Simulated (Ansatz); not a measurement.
Relaxation of AlClH3O (6 atoms, charge 0, multiplicity 2), to a largest force component of 0.03 eV/Å in at most 50 steps.

Method: UKS PBE-D4/6-31G* (Ansatz 0.2.0).

```xyz
6
Properties=species:S:1:pos:R:3:forces:R:3
Al 0.020 0.085 -0.374 -0.01 -0.05 0.23
Cl -0.008 0.002 3.046 -0.05 0.11 -2.60
H 1.415 -0.003 -1.192 -0.03 0.02 0.01
H -1.398 -0.040 -1.147 0.03 0.01 0.00
O 0.031 -0.052 4.716 0.02 -0.14 2.39
H -0.574 -0.793 4.948 0.04 0.05 -0.03
```

Question: Where does it end, and by what steps?

Answer: It converged. After 25 steps the energy has fallen by 4.021 eV; O5 moved furthest, 2.00 Å. Parted: Cl2–O5 (1.67 → 2.49 Å). Joined: Al1–Cl2 (3.42 → 2.29 Å), Al1–O5 (5.09 → 1.87 Å).

```
step  energy less start (eV)  largest force component (eV/Å)  accepted
   0                  0.0000                           2.600       yes
   1                 -0.1966                           2.530       yes
   2                 -0.4940                           3.343       yes
   3                 -0.9446                           4.075       yes
   4                 -1.3382                           3.498       yes
   5                 -1.9065                           1.765       yes
   6                 -2.2106                           0.955       yes
   7                 -2.2762                           0.192       yes
   8                 -2.2845                           0.089       yes
   9                 -2.2964                           0.138       yes
  10                 -2.2924                           1.115        no
  11                 -2.3092                           0.079       yes
  12                 -2.3196                           0.440       yes
  13                 -2.3399                           0.686       yes
  14                 -2.3726                           0.781       yes
  15                 -2.4454                           0.678       yes
  16                 -2.5614                           0.443       yes
  17                 -2.7435                           0.493       yes
  18                 -3.0510                           0.734       yes
  19                 -3.5135                           0.999       yes
  20                 -3.9428                           0.721       yes
  21                 -3.9654                           0.541       yes
  22                 -3.9901                           1.224       yes
  23                 -4.0189                           0.224       yes
  24                 -4.0211                           0.032       yes
  25                 -4.0215                           0.012       yes
```

```xyz
6
Properties=species:S:1:pos:R:3
Al 0.020 -0.218 1.009
Cl -0.073 1.735 2.209
H 1.393 -0.359 0.218
H -1.435 -0.597 0.462
O 0.225 -0.656 2.819
H -0.644 -0.707 3.280
```

The run took 2.2 min on 1 thread of Arm Neoverse N1 (shared host), peak memory 0.15 GiB.
